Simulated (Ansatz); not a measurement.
Strength of the C–O bond: HOCN → OH + CN

Species: HOCN (cyanic acid) `N#CO`, singlet; OH, doublet; CN, doublet. 

Shapes, held fixed at every level: PBE0-D4/def2-TZVP. Programs: Ansatz 0.2.0. The zero-point and thermal change to 298 K, harmonic and unscaled (PBE0-D4/def2-TZVP), is -15.6 kJ/mol.

```json
{"level": "SPW92/def2-TZVPP", "kind": "LDA", "ΔH(298 K) (kJ/mol)": "+620.4", "CPU time (sum over the molecules)": "5 s"}
{"level": "PBE-D4/def2-TZVPP", "kind": "GGA", "ΔH(298 K) (kJ/mol)": "+519.7", "CPU time (sum over the molecules)": "7.6 s"}
{"level": "B3LYP-D4/def2-TZVPP", "kind": "global hybrid", "ΔH(298 K) (kJ/mol)": "+499.9", "CPU time (sum over the molecules)": "7.5 s"}
{"level": "BHLYP-D4/def2-TZVPP", "kind": "global hybrid", "ΔH(298 K) (kJ/mol)": "+489.0", "CPU time (sum over the molecules)": "6.3 s"}
{"level": "PBE0-D4/def2-TZVPP", "kind": "global hybrid", "ΔH(298 K) (kJ/mol)": "+515.6", "CPU time (sum over the molecules)": "7.4 s"}
{"level": "wB97X-V/def2-TZVPP", "kind": "range-separated hybrid", "ΔH(298 K) (kJ/mol)": "+519.2", "CPU time (sum over the molecules)": "24 s"}
{"level": "B2PLYP/def2-TZVPP", "kind": "double hybrid", "ΔH(298 K) (kJ/mol)": "+498.7", "CPU time (sum over the molecules)": "8.8 s"}
```

B2PLYP/def2-TZVPP gives ΔH(298 K) = +498.7 kJ/mol; the levels span +489.0 to +620.4. The median of the levels is +515.6. No measured value is set beside it here. Spin contamination: CN (⟨S²⟩ up to 1.11). Open shells run unrestricted unless RO is named. Times are processor times on shared x86 and Arm servers, and rough.
